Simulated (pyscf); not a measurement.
Structures and frequencies: ωB97X-D3(BJ)/def2-SVP in PySCF. MP2 and CC: frozen core, UHF for open shells. ΔMP2 is the change of the MP2 total energy from the triple- to the quadruple-zeta basis.

SMILES: F[SiH2][SiH](F)F
```xyz
8

F     -0.1473    -1.7409    -1.3372
Si     0.5123    -0.6600    -0.3060
Si    -0.4917     1.3995    -0.7303
F      0.2772     2.4990     0.1838
F     -2.0310     1.3397    -0.2252
H      1.9780    -0.6017    -0.5539
H      0.2448    -1.0942     1.0906
H     -0.4861     1.8756    -2.1337
```

Q: How much does it cost (ΔH, 298 K, CCSD(T)/def2-TZVPP + ΔMP2(QZVPP)) to split F–SiH₂–SiH(F)–F at its F–Si bond into F• + F–SiH(F)–SiH₂•?

A: F–Si to F• + F–SiH(F)–SiH₂•: 143.6 kcal/mol. F–SiH₂–SiH(F)–F lies 11.5 kcal/mol over its isomer F–Si(F)(F)–SiH₃, and others may lie lower still (electronic energy, ωB97M-D3(BJ)). Other isomers of F–SiH(F)–SiH₂• were not searched in full and may lie lower. The CCSD(T) − MP2 part came from Ansatz, without density fitting, on the same reference. Left out: the spin-orbit lowering of F.
